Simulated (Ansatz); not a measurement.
Worked example: correlation energy of HAlB, quartet

Geometry: a point of a stretch scan, not a stationary point.

```yaml
atoms:
  - { symbol: B, position_ang: [0.0000, 0.0000, 3.3863] }
  - { symbol: Al, position_ang: [0.0000, 0.0000, -0.9047] }
  - { symbol: H, position_ang: [0.0000, 0.0000, -2.4817] }
```

Basis 6-31G; Ansatz 0.2.0. Correlated methods freeze the noble-gas cores, which leaves 7 electrons in 18 orbitals. Prefix R: restricted or restricted open-shell reference; prefix U: unrestricted.

Full CI is exact within this basis and frozen core; it isn't the basis-set limit. The frozen core follows each run's orbitals, which can shift R against U totals by a few meV.

Runs differ by some tens of microhartree through their thresholds and, for an open shell, their frozen cores, so steps under 0.1 kcal/mol mean nothing.

```json
{"level": "UHF", "total energy (hartree)": "-266.904527"}
{"level": "UMP2", "total energy (hartree)": "-266.945154"}
{"level": "UCCSD", "total energy (hartree)": "-266.974523"}
{"level": "UCCSD(T)", "total energy (hartree)": "-266.975193"}
{"level": "UCCSDT", "total energy (hartree)": "-266.975858"}
{"level": "UCCSDT(Q)", "total energy (hartree)": "-266.975996"}
{"level": "UCCSDTQ*", "total energy (hartree)": "-266.976184"}
{"level": "full CI", "total energy (hartree)": "-266.976175"}
```

**Question.** What is the correlation energy at full CI, and what share of it do UMP2 and UCCSD(T) recover?

**Answer.** E(corr) = -266.976175 − (-266.904527) = -0.071648 hartree = -1.950 eV. UMP2: -0.040627 / -0.071648 = 56.70 %. UCCSD(T): -0.070666 / -0.071648 = 98.63 %.

**Question.** By how many kcal/mol does UCCSD(T) miss full CI (1 hartree = 627.509 kcal/mol), and which steps make up the rest?

**Answer.** -266.975193 − (-266.976175) = 0.000982 hartree = 0.62 kcal/mol. Steps: UCCSDT − UCCSD(T) = -0.42, UCCSDT(Q) − UCCSDT = -0.09, UCCSDTQ − UCCSDT(Q) = -0.12, full CI − UCCSDTQ = 0.01 kcal/mol. That is within 1 kcal/mol of the reference in this basis, which itself misses far more of the correlation at the basis-set limit.

An asterisk marks runs whose energy the program itself flagged as in doubt.
